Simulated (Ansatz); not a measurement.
# How far each method lies from full CI for HB–BH, singlet

Geometry: a PBE0/def2-TZVP stationary point for this spin, not checked as a minimum. The triplet lies 0.8 eV lower here.

```yaml
atoms:
  - { symbol: B, position_ang: [0.0000, 0.0000, 0.7625] }
  - { symbol: B, position_ang: [0.0000, 0.0000, -0.7625] }
  - { symbol: H, position_ang: [0.0000, 0.0000, 1.9383] }
  - { symbol: H, position_ang: [0.0000, 0.0000, -1.9383] }
```

Basis 6-31G; Ansatz 0.2.0. Only valence electrons are correlated (noble-gas cores frozen), which leaves 8 electrons in 20 orbitals. Prefix R: restricted or restricted open-shell reference; prefix U: unrestricted. Active spaces: valence = (8e, 10o) chosen from the atoms' valence shells.

Full CI is exact within this basis and frozen core; it isn't the basis-set limit. The frozen core follows each run's orbitals, which can shift R against U totals by a few meV.

The determinant fills πx and πy unequally, so it is a mixture of Σ and Δ, which weighs on every level built on one determinant.

The determinant has the irrep Ag, whose lowest full-CI state lies within 3 meV of the B1g state that serves as the reference; occupations given are those of the former.

* UHF ⟨S²⟩: 1.000
* T1 diagnostic (RCCSD): 0.0108
* largest doubles amplitude (RCCSD): 0.167

```csv
level,E − E(full CI) (kcal/mol),share of correlation (%),wall time
RHF,79.40,0.00,–
UHF†,59.64,–,–
RMP2,22.91,71.14,–
UMP2†,8.50,–,–
CISD,9.22,88.39,1 s
RCCSD,5.04,93.65,–
UCCSD*†,-9.89,–,–
RCCSD(T),2.96,96.27,2 s
UCCSD(T)*†,-13.45,–,5.5 s
BCCD(T),2.97,96.26,1.5 s
RCCSDT*,0.69,99.14,–
UCCSDT*†,-17.45,–,–
CISDTQ,0.90,98.86,8.1 s
RCCSDT(Q)*,-0.09,100.12,2.9 s
UCCSDT(Q)*†,-17.96,–,12 s
RCCSDTQ*,0.03,99.96,21 s
CASSCF (valence space),18.33,76.91,–
NEVPT2 (valence space),5.49,93.08,23 s
MRCISD (valence space),0.41,99.48,–
MRCISD+Q (valence space),0.11,99.86,37 s
MRCISD+Q(relaxed) (valence space),-0.02,100.03,40 s
```

An asterisk marks runs whose energy the program itself flagged as in doubt. A dagger marks rows that describe another state than the reference (another or a broken symmetry, a higher spin or other natural occupations), so the difference holds a gap between states beside the method's error.

The correlation energy at full CI, counted from RHF, is -3.443 eV. That run took 56 s on 1 thread of AMD EPYC, shared host over 2,920,256 determinants.

Times hold each run's SCF and search for its determinant on a shared host, so for small cases they say little of a method's own cost; they ran on 1 thread of AMD EPYC. Some runs computed forces too.

Unrestricted levels hold only the spin's projection, and here they fall towards a lower state of higher spin.

The full-CI state has the irrep B1g of D2h, in the program's axes (one component, if the state is degenerate).

Natural occupations of full CI about the gap: 1.971 1.968 1.968 0.959 0.959 0.045 0.045 0.029 0.021 0.011; effectively unpaired electrons, Σ n²(2−n)², 2.03. No single determinant describes this state well, so single-reference rows can miss without a flag.
